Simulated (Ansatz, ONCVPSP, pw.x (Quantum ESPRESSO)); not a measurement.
pw.x on fcc Ta: one setting changed

Potential: optimised norm-conserving Vanderbilt (ONCV), ONCVPSP 4.0.1, LDA (Perdew-Wang 92); core [Kr] 4d10 4f14, reference 5s2 5p6 5d3 6s2; waves: 5s+6s: rc 1.86 bohr, ncon 4, nbas 8, qcut 8.5 1/bohr, 2 projectors; 5p: rc 2.28 bohr, ncon 3, nbas 6, qcut 8.4 1/bohr, 2 projectors, debl 1.3 Ha; 5d: rc 3.06 bohr, ncon 4, nbas 8, qcut 6.5 1/bohr, 2 projectors, debl 3.8 Ha; local part: polynomial inside 1.86 bohr (lpopt 5, dvloc0 4 Ha); core correction: none. In the p channel the program set the typed energies aside and used -1.454, 0.250 Ha.

The reference run (k-mesh 14³, cutoffs 60/240 Ry, Fermi–Dirac 0.01 Ry, mixing_beta 0.4, conv_thr 1e-9, no spin) gives -2.08 GPa at 17.836 Å³/atom, where all-electron LAPW gives -0.93 GPa. This run, with its own iteration cap, changes smearing to gauss.

```
&control
  calculation='scf', prefix='x', pseudo_dir='./', outdir='./tmp', tstress=.true., disk_io='none'
/
&system
  ibrav=0, nat=1, ntyp=1, ecutwfc=60, ecutrho=240, nbnd=14,
  occupations='smearing', smearing='gauss', degauss=0.01
/
&electrons
  conv_thr=1e-09, mixing_beta=0.4, electron_maxstep=50
/
ATOMIC_SPECIES
Ta 1.0 Ta.UPF
CELL_PARAMETERS angstrom
  0.00000000 2.07374725 2.07374725
  2.07374725 0.00000000 2.07374725
  2.07374725 2.07374725 0.00000000
ATOMIC_POSITIONS crystal
Ta 0.0000 0.0000 0.0000
K_POINTS automatic
14 14 14 0 0 0
```

```bash
pw.x < Ta.scf.in > Ta.scf.out
```

Q: How does the run end?

A: It converges in 6 iterations; the free energy moves by +31.4 meV/atom and the pressure by -0.31 GPa. Gaussian smearing of the same width is narrower in effect than Fermi–Dirac, so its quadratic term in F is smaller.

```
Message from routine setup:
     using ibrav=0 with symmetry is DISCOURAGED, use correct ibrav instead
     lattice parameter (alat)  =       5.5420  a.u.
     unit-cell volume          =     120.3633 (a.u.)^3
     number of electrons       =        13.00
     number of Kohn-Sham states=           14
     kinetic-energy cutoff     =      60.0000  Ry
     charge density cutoff     =     240.0000  Ry
     scf convergence threshold =      1.0E-09
     Exchange-correlation= SLA  PW   NOGX NOGC
     number of k points=   104  Gaussian smearing, width (Ry)=  0.0100
     iteration #  1     ecut=    60.00 Ry     beta= 0.40
     total energy              =    -117.40590191 Ry
     estimated scf accuracy    <       0.02362716 Ry
     iteration #  2     ecut=    60.00 Ry     beta= 0.40
     total energy              =    -117.40521280 Ry
     estimated scf accuracy    <       0.00437725 Ry
     iteration #  3     ecut=    60.00 Ry     beta= 0.40
     total energy              =    -117.40568933 Ry
     estimated scf accuracy    <       0.00017094 Ry
     iteration #  4     ecut=    60.00 Ry     beta= 0.40
     total energy              =    -117.40569977 Ry
     estimated scf accuracy    <       0.00000221 Ry
     iteration #  5     ecut=    60.00 Ry     beta= 0.40
     total energy              =    -117.40570034 Ry
     estimated scf accuracy    <       0.00000027 Ry
     iteration #  6     ecut=    60.00 Ry     beta= 0.40
     the Fermi energy is    18.6603 ev
!    total energy              =    -117.40570038 Ry
     estimated scf accuracy    <          1.5E-10 Ry
     smearing contrib. (-TS)   =      -0.00079843 Ry
     The total energy is F=E-TS. E is the sum of the following terms:
     one-electron contribution =     -19.85002130 Ry
     hartree contribution      =      14.80539901 Ry
     xc contribution           =     -13.49852958 Ry
     ewald contribution        =     -98.86175009 Ry
     convergence has been achieved in   6 iterations
          total   stress  (Ry/bohr**3)                   (kbar)     P=      -23.90
     Message from routine punch:
     Nothing written, as per user request (disk_io='none')
```

The run took about 13 s on one core of a shared host (AMD EPYC 7R32, 96 threads, 187 GiB, load 27).
